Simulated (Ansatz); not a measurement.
Input file:

```yaml
crystal:
  periodic: [false, false, false]
  atoms:
    - {symbol: Al, position_ang: [0.000000, 0.000000, 0.253900]}
    - {symbol: Ga, position_ang: [0.000000, 0.000000, -2.089700]}
    - {symbol: H, position_ang: [0.000000, 0.000000, 1.835800]}
basis:
  gaussian: {orbitals: cc-pVDZ}
total_charge: 1
magnetization: {spin_polarized: true, initial_magnetization: 4}
correlation: {method: ccsdtq, electrons: outside_noble_gas}
```

```sh
$ ansatz run in.yaml --threads 2 --pin off --events-out ev --progress --plain --max-ram 24576MiB --backend cuda --devices 0, --max-vram 18GiB
```

Log:

```
938 factors; integrals over basis functions are off by at most 1.4e-7 eV
mean field evaluation 1: about -58918.9238 eV, gradient 6.2e0 eV
mean field evaluation 2: about -58918.9312 eV, gradient 6.2e0 eV
mean field evaluation 4: about -58919.6209 eV, gradient 1.2e0 eV
mean field evaluation 8: about -58919.5370 eV, gradient 4.6e-1 eV
mean field evaluation 16: about -58920.3754 eV, gradient 1.0e-6 eV
mean field evaluation 32: about -58919.5395 eV, gradient 4.7e-4 eV
mean field evaluation 64: about -58913.7224 eV, gradient 8.4e0 eV
mean field evaluation 96: about -58917.1308 eV, gradient 2.3e0 eV
mean field evaluation 128: about -58917.7182 eV, gradient 9.3e-1 eV
mean field evaluation 160: about -58919.5325 eV, gradient 2.6e-2 eV
mean field -58920.37539897 eV, -2165.2838582474 hartree, gradient 1.0e-6 eV, S^2 6.014095; 4 other end points of the search recorded, 0 dependent functions left out
determinant -58920.37539897 eV, -2165.2838582474 hartree, with singles and doubles -58922.32662196 eV, -2165.3555643698 hartree
determinant -58919.59730055 eV, -2165.2552636577 hartree, with singles and doubles -58921.98181767 eV, -2165.3428930456 hartree
determinant -58919.53948775 eV, -2165.2531390764 hartree, with singles and doubles -58922.19939905 eV, -2165.3508890137 hartree
determinant -58917.75817705 eV, -2165.1876771157 hartree, with singles and doubles -58919.62363925 eV, -2165.2562315870 hartree
determinant -58920.37539897 eV, -2165.2838582474 hartree, with singles and doubles -58922.33170110 eV, -2165.3557510244 hartree
determinant -58919.59730055 eV, -2165.2552636577 hartree, with singles and doubles -58922.05195227 eV, -2165.3454704448 hartree
determinant -58919.53948775 eV, -2165.2531390764 hartree, with singles and doubles -58922.23089975 eV, -2165.3520466432 hartree
19 core orbitals not correlated: weight in the atoms' cores, before any rotation towards them, 0.999 or more for the frozen orbitals, at most 0.001 for the correlated occupied ones
reference -58920.37539897 eV, -2165.2838582474 hartree; 5, 1 occupied and 26, 30 virtual orbitals, 938 factors
second order -1.31980191 eV of doubles, -0.00000000 eV of singles
...
cycle  16  -2.10407980 eV  change    2.1e-5 eV  update   2.0e-5
cycle  17  -2.10407186 eV  change    7.9e-6 eV  update   1.1e-5
cycle  18  -2.10406785 eV  change    4.0e-6 eV  update   5.8e-6
cycle  19  -2.10407053 eV  change   -2.7e-6 eV  update   2.8e-6
cycle  20  -2.10407062 eV  change   -9.4e-8 eV  update   1.4e-6
cycle  21  -2.10407087 eV  change   -2.4e-7 eV  update   8.6e-7
cycle  22  -2.10407119 eV  change   -3.2e-7 eV  update   5.3e-7
cycle  23  -2.10407184 eV  change   -6.5e-7 eV  update   3.0e-7
cycle  24  -2.10407217 eV  change   -3.3e-7 eV  update   1.7e-7
cycle  25  -2.10407239 eV  change   -2.2e-7 eV  update   9.7e-8
Total energy: -58922.47947136 eV, -2165.3611814816 hartree
```

The T1 diagnostic is 0.088.

Ran on 2 threads of AMD EPYC 7R13 with a shared H100 80 GB, shared host: 10 s wall, 0.86 GiB peak host memory.
